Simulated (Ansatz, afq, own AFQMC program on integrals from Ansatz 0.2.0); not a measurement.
# AlNH₃, doublet in cc-pVDZ, levels against CCSDT(Q)

```yaml
atoms:
  - { symbol: Al, position_ang: [0.0000, 0.0000, 0.5386] }
  - { symbol: N, position_ang: [0.0000, 0.0000, -1.0694] }
  - { symbol: H, position_ang: [0.0000, 1.4073, 1.2585] }
  - { symbol: H, position_ang: [0.0000, -1.4073, 1.2585] }
  - { symbol: H, position_ang: [0.0000, 0.0000, -2.0743] }
```

Connectivity, by distances: AlH2–NH.

Basis cc-pVDZ. Noble-gas cores (and the filled d shells of Ga–Kr and In–Xe) are frozen. Integrals, coupled cluster, full CI and functionals: Ansatz 0.2.0; the random walks run on the same integrals in our own AFQMC program. ph-AFQMC/CISD is guided by a CISD state made of CCSD amplitudes; releasing the constraint for a short imaginary time cuts its bias at the price of noise, slowly where states lie close. Free projection: walkers drawn from exp(T), propagated without any constraint. Its projection time is finite, and what remains of the start isn't in its error. ± is one standard error of the sampling.

Determinant: UHF, the one that the program's search chose, which needn't be the lowest solution. The geometry is a point of a scan.

No full CI on the walks' own integrals is used here; CCSDT(Q) serves as the reference and is uncertain by about the last step of the cluster series.

```
T1 diagnostic                               : 0.0204
weight of the determinant in the CISD state : 0.895
⟨S²⟩ of the determinant                     : 0.762
size of the correlated space                : 11 electrons in 41 orbitals
```

Reference: CCSDT(Q), correlation energy -6.535 eV. The released energy is read at 2.40 1/Eh (meV from the phaseless value at times in 1/Eh: 12 ± 12 at 0.24, 18 ± 12 at 0.51, -2 ± 10 at 0.99, 7 ± 15 at 1.62, 17 ± 18 at 2.40).

| level | E − E(reference) (kJ/mol) | share of correlation (%) |
| --- | --- | --- |
| HF | 630.6 | 0.00 |
| MP2 | 102.7 | 83.71 |
| CCSD | 16.0 | 97.47 |
| CCSD(T) | 3.7 | 99.42 |
| CCSDT | 1.1 | 99.82 |
| ph-AFQMC/HF | -7.9 ± 5.1 | 101.26 |
| ph-AFQMC/CISD | -1.6 ± 1.0 | 100.25 |
| released AFQMC | 0.1 ± 1.7 | 99.99 |
| free AFQMC | -0.1 ± 1.1 | 100.02 |

Free projections are given only where their last times agree within the noise and don't stop above the reference; a slow remainder of the start can still hide under it. A walk keeps the symmetry of its determinant, which the program's search chose and which needn't be the lowest solution, so a lower state of the same spin and another symmetry isn't excluded. Released energies are given only where the last usable release times agree within the noise; a slower fall can still hide under it.
